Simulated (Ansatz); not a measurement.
A made-up structure of CH₄AlSi, doublet:

```json
{"atom": "Al1", "x (Å)": "-1.4561", "y (Å)": "0.6793", "z (Å)": "0.0872"}
{"atom": "C2", "x (Å)": "0.6388", "y (Å)": "0.2553", "z (Å)": "0.0796"}
{"atom": "Si3", "x (Å)": "1.1831", "y (Å)": "-1.5447", "z (Å)": "-0.2821"}
{"atom": "H4", "x (Å)": "-2.5550", "y (Å)": "-0.6827", "z (Å)": "-0.2457"}
{"atom": "H5", "x (Å)": "-2.0966", "y (Å)": "2.3065", "z (Å)": "0.4080"}
{"atom": "H6", "x (Å)": "1.5111", "y (Å)": "1.0840", "z (Å)": "0.2902"}
{"atom": "H7", "x (Å)": "2.7748", "y (Å)": "-2.0976", "z (Å)": "-0.3373"}
```

It is relaxed with PBE-D4/def2-SVP and then PBE0-D4/def2-TZVP (Ansatz 0.2.0). Atoms count as bonded within 1.22 times the sum of their covalent radii (H–H: 0.88 Å). The end point is not checked to be a true minimum.

**Question.** Does its bonding change? (Judge from chemistry; the calculation decides.)

**Answer.** By the calculation: No: no bond forms or breaks.

Where it ends: The first stage lowers the energy by 1.27 eV in 5 steps. It ends as CH₄AlSi ([AlH2][CH][SiH]):
```json
{"atom": "Al1", "x (Å)": "-1.3004", "y (Å)": "0.6067", "z (Å)": "0.0779"}
{"atom": "C2", "x (Å)": "0.5700", "y (Å)": "0.2274", "z (Å)": "0.0700"}
{"atom": "Si3", "x (Å)": "1.0565", "y (Å)": "-1.3798", "z (Å)": "-0.2517"}
{"atom": "H4", "x (Å)": "-2.2822", "y (Å)": "-0.6085", "z (Å)": "-0.2200"}
{"atom": "H5", "x (Å)": "-1.8707", "y (Å)": "2.0599", "z (Å)": "0.3660"}
{"atom": "H6", "x (Å)": "1.3489", "y (Å)": "0.9673", "z (Å)": "0.2579"}
{"atom": "H7", "x (Å)": "2.4779", "y (Å)": "-1.8730", "z (Å)": "-0.3000"}
```

Labels in which every atom is bracketed show which atoms are joined, not bond orders.

For scale, one of the runs: PBE0-D4/def2-TZVP relaxation, 129 basis functions, launched by `ansatz run in.yaml --threads 2 --pin off --events-out ev --progress --plain --max-ram 4352MiB`. The run took about 54 s on 2 CPU threads of an Intel Xeon Platinum 8259CL (shared host).
